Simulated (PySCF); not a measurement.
## TDDFT excited states: C2HF3O

Species: trifluoroacetaldehyde, C2HF3O.
InChI=1S/C2HF3O/c3-2(4,5)1-6/h1H

Method: TDDFT PBE0/def2-SVPD, vertical, gas phase, core orbitals frozen in the response (PySCF). Geometry: GFN2-xTB; no solvent, vibrations or thermal averaging. Torsions of this conformer, `[O:1]=[CH:2][C:3]([F:4])([F:5])[F:6]`: O1–C2–C3–F4 121°.

| state | E (eV) | E (kJ/mol) | λ (nm) | f | symmetry | main configurations (H = HOMO, L = LUMO) |
| --- | --- | --- | --- | --- | --- | --- |
| S1 | 4.16 | 402 | 297.8 | 0.0000 | – | H→L (99%) |
| S2 | 8.33 | 804 | 148.9 | 0.022 | A′ | H→L+1 (94%) |
| S3 | 8.57 | 827 | 144.6 | 0.0017 | – | H-3→L (84%), H-4→L (12%) |
| S4 | 8.71 | 841 | 142.3 | 0.0024 | A′ | H-1→L (56%), H-2→L (44%) |
| S5 | 9.03 | 872 | 137.2 | 0.0001 | – | H-4→L (75%), H-3→L (13%) |
| S6 | 9.21 | 888 | 134.7 | 0.085 | A′ | H-2→L (29%), H-5→L (27%), H-1→L (22%) |
| S7 | 9.27 | 895 | 133.7 | 0.046 | A′ | H→L+3 (82%) |
| S8 | 9.41 | 908 | 131.8 | 0.030 | A′ | H→L+2 (89%) |

Triplets, Tamm–Dancoff:

```tsv
state	E (eV)	λ (nm)	main configurations (H = HOMO, L = LUMO)
T1	3.45	359.5	H→L (99%)
T2	5.99	207.1	H-2→L (42%), H-1→L (40%), H-5→L (14%)
T3	7.72	160.7	H-3→L (53%), H-4→L (26%), H-8→L (11%)
```

The lowest singlet comes at 298 nm (402 kJ/mol) in the ultraviolet; it is dark (f under 0.0005); its leading configuration is HOMO→LUMO (99%). The strongest level in the table is S6 at 9.21 eV (135 nm, f = 0.085). S1 has the pattern of n→π* at C=O. Orbital energies (eV): HOMO-3 -12.80, HOMO-2 -12.51, HOMO-1 -12.47, HOMO -8.95, LUMO -2.35, LUMO+1 0.70, LUMO+2 1.57. Of the 8 states listed, 4 reach f = 0.01 and 2 stay under 0.0005. The oscillator strengths of these states sum to 0.188; summed over the whole spectrum of an exact calculation they would give the number of electrons, 48 (Thomas–Reiche–Kuhn). Symmetry labels in Cs follow from the direction of the transition dipole and are given only for states with f of 0.002 or more. Only the lowest 8 singlets were computed, as vertical energies without vibronic structure.

Time: 10 s. Hardware: one thread of an Arm Neoverse V1 (shared host).
